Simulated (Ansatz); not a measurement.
Ideal-gas functions of AlH₆PSi, SMILES `[SiH3][AlH][PH2]` at 800 K and 1 bar, from an Ansatz frequency run at PBE0-D4/def2-TZVP.

Molar mass 92.09 g/mol, point group C1 (symmetry number 1), electronic degeneracy 1, moments of inertia 42.185, 288.194, 321.176 u Å². Harmonic wavenumbers (cm⁻¹, unscaled): 34, 91, 143, 335, 343, 400, 415, 452, 529, 565, 678, 859, 934, 939, 1084, 1910, 2192, 2201, 2209, 2407, 2421.

Use S(trans) = R[1.5 ln M + 2.5 ln T − 1.1517]; rotational temperatures θ = 24.2544 K / I; S(rot) = R[ln(√π/σ · √(T³/θAθBθC)) + 1.5]; for each mode x = 1.438777 ν̃/T, S = R[x/(eˣ − 1) − ln(1 − e⁻ˣ)] and H = RT x/(eˣ − 1); 1 cm⁻¹ = 0.0119627 kJ/mol; R = 8.31446 J/(mol·K).

Question: By hand: the entropy, in J/(mol·K).

Answer: Translation 185.8. Rotation: θ = 0.575, 0.0842, 0.0755 K, giving 123.9. Vibration, mode by mode: 31.55, 23.37, 19.63, 12.65, 12.46, 11.23, 10.94, 10.26, 9.04, 8.53, 7.16, 5.48, 4.92, 4.88, 3.97, 1.22, 0.81, 0.80, 0.79, 0.59, 0.58, in all 180.9. Electronic 0.0. Sum 490.6 J/(mol·K).

Question: By hand: H − E and G − E in kJ/mol, counted from the electronic energy.

Answer: Zero-point energy ½ × 21141 × 0.0119627 = 126.5; thermal vibration 65.7; translation, rotation and pV give 4 RT = 26.6. H − E = 218.8 kJ/mol, and G − E = 218.8 − 800 × 490.6/1000 = -173.7 kJ/mol.

Vibration gives 37 % of the entropy, 74.6 J/(mol·K) of it from the modes under 150 cm⁻¹: soft modes count most, and the harmonic formula is weakest for them. The sum counts one conformer and one mirror image; others add a mixing term.
